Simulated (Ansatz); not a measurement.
# FH2SSi: composite energy at a relaxed geometry in Python

The task is a composite energy at a relaxed geometry, for FH2SSi.

Computed with Ansatz 0.2.0 through its Python package. The levels of theory stand in the script.

### Step 1. The system

Bond lengths: F1–Si2 1.597 Å, Si2–S3 2.153 Å, Si2–H4 1.470 Å, Si2–H5 1.490 Å. Angles: F1–Si2–S3 111.4°, F1–Si2–H4 109.3°, F1–Si2–H5 108.8°, S3–Si2–H4 111.0°, S3–Si2–H5 109.7°, H4–Si2–H5 106.5°.

No structure file is read: the coordinates are typed or built in the script.

### Step 2. Script

Input file composite_fh2ssi.py:

```python
# -*- coding: utf-8 -*-
"""A composite energy for FH2SSi: DFT geometry, MP2 basis limit, coupled-cluster correction."""

import itertools

import ansatz as az
from ase.data import atomic_numbers, covalent_radii
import numpy as np

BASIS_SET = "def2-SVP"
XC = "B3LYP"


def main():
    geometry = (
        az.Crystal.molecule()
        .atom("F", (-0.3612, 0.0044, 1.58))
        .atom("Si", (0.0738, -0.0844, 0.0458))
        .atom("S", (-1.2072, 1.1114, -1.2045))
        .atom("H", (0.0622, -1.491, -0.3817))
        .atom("H", (1.4823, 0.386, -0.081))
    )

    job = geometry.calculation()
    job = job.basis(gaussian=BASIS_SET).functional(XC)
    job = job.spin("collinear", total=1)
    symbols = [site.symbol for site in geometry.cartesian_sites]
    start = np.array([site.position_ang for site in geometry.cartesian_sites], dtype=float)
    report = job.relax(force_tolerance=0.01).run(threads=1, backend="cpu").report
    end = np.array(report["positions_ang"])
    # pairs closer than 1.2 times the sum of covalent radii, before or after
    radius = [covalent_radii[atomic_numbers[s]] for s in symbols]
    span = lambda where, i, j: np.linalg.norm(where[i] - where[j])
    bonded = [(i, j) for i, j in itertools.combinations(range(len(symbols)), 2) if min(span(start, i, j), span(end, i, j)) < 1.2 * (radius[i] + radius[j])]
    print("pair        before    after (A)")
    for i, j in bonded:
        print(f"{symbols[i]}{i}-{symbols[j]}{j}".ljust(10), f"{span(start, i, j):8.4f} {span(end, i, j):8.4f}")

    minimum = az.Crystal.molecule()
    for symbol, place in zip(symbols, end):
        minimum = minimum.atom(symbol, place.tolist())
    at_minimum = minimum.calculation().spin("collinear", total=1)
    # MP2 extrapolated to the basis limit, plus the small-basis difference CCSD(T) - MP2
    level = lambda method, basis: at_minimum.basis(gaussian=basis).correlation(method).run(threads=1, backend="cpu").report
    small, large, cluster = level("mp2", "cc-pVDZ"), level("mp2", "cc-pVTZ"), level("ccsd_t", "cc-pVDZ")
    corr = lambda each: (each["free_energy_ev"] - each["reference_energy_ev"]) / 27.211386246
    mp2_limit = (27 * corr(large) - 8 * corr(small)) / 19
    pieces = {"HF / cc-pVTZ": large["reference_energy_ev"] / 27.211386246, "MP2 correlation, DZ-TZ limit": mp2_limit, "CCSD(T) - MP2 / cc-pVDZ": corr(cluster) - corr(small)}
    for name, value in pieces.items():
        print(f"{name:32s} {value:14.6f} Ha")
    print(f"{'sum':32s} {sum(pieces.values()):14.6f} Ha")
    print("T1 diagnostic", round(cluster["correlation"]["coupled_cluster"]["t1_diagnostic"], 4))


if __name__ == "__main__":
    main()
```

### Step 3. The calls as engine input

The engine receives this input (first run):

```yaml
crystal:
  periodic: [false, false, false]
  atoms:
    - { symbol: F, position_ang: [-0.3612, 0.0044, 1.58] }
    - { symbol: Si, position_ang: [0.0738, -0.0844, 0.0458] }
    - { symbol: S, position_ang: [-1.2072, 1.1114, -1.2045] }
    - { symbol: H, position_ang: [0.0622, -1.491, -0.3817] }
    - { symbol: H, position_ang: [1.4823, 0.386, -0.081] }
basis:
  gaussian:
    orbitals: def2-SVP
hamiltonian:
  xc: b3lyp
magnetization:
  spin_polarized: true
  initial_magnetization: 1.0
relax:
  f_tol: 0.01
```

### Step 4. The run

Command:

```bash
$ python composite_fh2ssi.py
```

Without the output at hand: what should come out? Wanted: T1 diagnostic; composite energy.

The runs gave:

```
        quantity           value
   T1 diagnostic          0.0134
composite energy  -787.816682 Ha
   runs compared               3
```

What this shows: In CPU time, run 3 cost about 6.7 times as much as run 1. A T1 diagnostic under about 0.02 supports a single-reference treatment, as here. Run 0: The relaxation took 3 moves; the largest shift is 0.079 Å, of atom 4 (H). Reading the output:
- The sum leaves out core correlation, relativity, the Hartree-Fock basis error and zero-point energy; a DZ-TZ extrapolation is rough.
- The species is open-shell (spin multiplicity 2).
- b3lyp holds the VWN-RPA fit, as in Gaussian; the form of ORCA and Turbomole is b3lyp5.
- Inner cores stay frozen, so this is valence correlation.
- For Al to Cl the sets with a tight d function, cc-pV(X+d)Z, are usual.
- An extrapolation from small basis sets is rough.
